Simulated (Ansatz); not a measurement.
Polycrystal shear modulus (GPa) of solids drawn from the class of carbides, at two levels: PBE (Ansatz, an electronic-structure program, PAW), and r²SCAN (Ansatz, PAW).

```csv
solid,PBE,r²SCAN
4H SiC,185,202
rock-salt ZrC,162,172
antifluorite Mg₂C (high-pressure phase),78.5,88.6
rock-salt TiC,179,194
rock-salt HfC,181,195
hexagonal WC,283,?
```

Problem. Estimate the withheld r²SCAN value from the other rows.

Solution. One way: carry over the typical ratio. The ratios r²SCAN / PBE of the other rows, in order: 1.062, 1.077, 1.084, 1.092, 1.129; median 1.084. Hexagonal WC: 283 × 1.084 = 307 GPa; the run gives 298 GPa. The ratios spread from 1.062 to 1.129, so such an estimate is rough. Hexagonal WC lies outside that spread.

Of 6 rows, r²SCAN is the larger in 6 and the smaller in 0.

Database compounds that came out metallic weren't drawn.

Ansatz's runs of these crystals have no spin polarisation.

Spin–orbit coupling is left out, also for the solids with elements from indium on (rock-salt HfC, hexagonal WC); its size isn't shown.

Each level is taken at its own relaxed cell. Ansatz's density-functional and Hartree–Fock values are scalar-relativistic unless marked +SOC, with PAW data made under PBE.
